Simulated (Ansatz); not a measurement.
Compare A (`OCOCO`) with its isomer B (`COC(O)O`).

Isolated molecules relaxed with PBE0-D4/def2-TZVP in Ansatz; ΔE leaves out vibrations. CCSD(T)/CBS is the MP2 limit (def2-TZVPP, def2-QZVPP) plus CCSD(T) − MP2 in def2-TZVPP, frozen cores. DFT in def2-TZVPP. B3LYP here is the variant with VWN-RPA as its local correlation; programs differ in this. One conformer a species, not always the lowest.

(1) Which isomer does CCSD(T)/CBS put lower? Give the gap. (Estimate.)

(2) Give E(B) − E(A) in kJ/mol with B2PLYP, PBE-D4, HF/def2-TZVPP, r2SCAN-D4, MP2/def2-TZVPP, B3LYP-D4, PBE0-D4. (Best estimate.)

Largest T1 diagnostic: 0.012.

Results:

(1) Computed: B, by 28.8 kJ/mol.

(2) Computed: B2PLYP -28.6, PBE-D4 -27.7, HF/def2-TZVPP -32.4, r2SCAN-D4 -31.7, MP2/def2-TZVPP -29.8, B3LYP-D4 -27.7, PBE0-D4 -30.1. None reverses the order clearly.
